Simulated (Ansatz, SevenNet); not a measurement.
Lattice constant a of graphite: levels of theory against measurement

Reference value: 2.461 Å (measured, 300 K, not corrected to a static lattice, our sources range from 2.456 to 2.461; as tabulated in Wikipedia's data pages).

```json
[
 {"level (code)": "SevenNet-0", "value (Å)": "2.469"},
 {"level (code)": "PBE (Ansatz)", "value (Å)": "[?]"},
 {"level (code)": "PBE-D4 (Ansatz)", "value (Å)": "2.460"},
 {"level (code)": "PBE0-D3(BJ) (Ansatz)", "value (Å)": "2.449"}
]
```

Task: Some entries are withheld; supply them.

Result: 
- PBE (Ansatz, an electronic-structure program), value (Å): 2.467

Differences against the reference: SevenNet-0 +0.33 %, PBE +0.24 %, PBE-D4 -0.04 %, PBE0-D3(BJ) -0.49 %.

The reference is not for a static lattice or low temperature, so close values are not ranked against it.

The reference isn't brought to a static lattice, while the calculations are for one, so the differences are not the levels' errors alone.  SevenNet-0: the cell moved over 20 % in volume from its start. PBE: for a layered or molecular solid the relaxed cell lies over 5 % above the published volume, where the minimum can be shallow. PBE: the cell comes from a level without a dispersion term, which matters for the spacing of layers, chains or molecules. Cutoffs and k meshes differ between the levels. Ansatz's density-functional and Hartree–Fock values are scalar-relativistic unless marked +SOC, with PAW data made under PBE.

Machine-learned potentials (SevenNet-0) are trained on DFT data: a solid inside that data is no test of them.

Differences are worked out from the printed values.
